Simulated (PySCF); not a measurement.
AlF₃.

```xyz
4

Al     0.0000     0.0000     0.0000
F     -1.6342     0.0000     0.0000
F      0.8171     1.4152     0.0000
F      0.8171    -1.4152     0.0000
```

Geometry: B3LYP-D3(BJ)/def2-TZVP. The isomer is the one that the SMILES or the coordinates give; other isomers of the formula were not compared.

Level of theory: B3LYP/pcSseg-2 run with PySCF. Non-relativistic, no solvent.

Computed absolute GIAO shielding of each atom: isotropic value and principal components (ppm):
| atom | σ(iso) | σ11 | σ22 | σ33 | span |
|---|---|---|---|---|---|
| Al1 | 497.1 | 415.9 | 537.7 | 537.7 | 121.8 |
| F2 | 387.9 | 347.5 | 356.9 | 459.3 | 111.8 |
| F3 | 387.9 | 347.5 | 356.9 | 459.3 | 111.8 |
| F4 | 387.9 | 347.5 | 356.9 | 459.3 | 111.8 |
